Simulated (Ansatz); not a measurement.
Rock-salt MgS was calculated with PBE (plane waves, PAW; Ansatz, a program for electronic structure).

Settings: plane-wave cutoff 520 eV, 12×12×12 k mesh, Fermi–Dirac smearing 0.01 eV, scalar-relativistic PAW data made under PBE.

The volume scan:

```
V (Å³/atom)  E − E_lowest (meV/atom)  P (GPa)
-----------  -----------------------  -------
16.805                         16.54     5.20
17.162                          7.10     3.29
17.520                          1.72     1.56
17.877                          0.00     0.01
18.235                          1.58    -1.40
18.593                          6.15    -2.67
18.950                         13.42    -3.82
```

Task: What bulk modulus B0 and pressure derivative B′ does a third-order Birch–Murnaghan fit give?

Result: V0 = 17.879 Å³/atom, B0 = 74.0 GPa, B′ = 4.1 (fit to the energies at full precision).

Measured, for comparison: bulk modulus 81 GPa, equilibrium volume per atom 17.45 Å³/atom (corrected for zero-point motion; as tabulated in Goldzak et al. (2022), arXiv:2208.04865). Computed less measured: bulk modulus -9 %, equilibrium volume per atom +2.5 %.

The computed numbers hold no vibrational or temperature effects.

Cost on a shared machine: roughly 19 core-seconds.
